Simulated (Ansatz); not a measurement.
H2+ radical, relaxed with UKS PBE-D4/def2-SVP in the Gaussian-basis code of Ansatz from a rough embedded geometry. The force threshold is 0.03 eV/Å; the program also tests the step.

Total charge 1; spin multiplicity 2. The bonds changed during the relaxation, so this is another structure than the one it started from.

Start:

```xyz
2

H    -0.369   -0.303   -0.189
H     0.369    0.303    0.189
```

```tsv
step	energy (eV)	largest force (eV/Å)	largest move (Å)
1	-16.4957	0.994	0.000
2	-16.5323	0.351	0.079
3	-16.5414	0.124	0.035
4	-16.5424	0.009	0.007
```

End:

```xyz
2

H    -0.406   -0.333   -0.208
H     0.406    0.333    0.208
```

Run time 0.61 s (2 threads of an AMD EPYC 7R13 on a shared host); peak host memory 0.11 GiB.
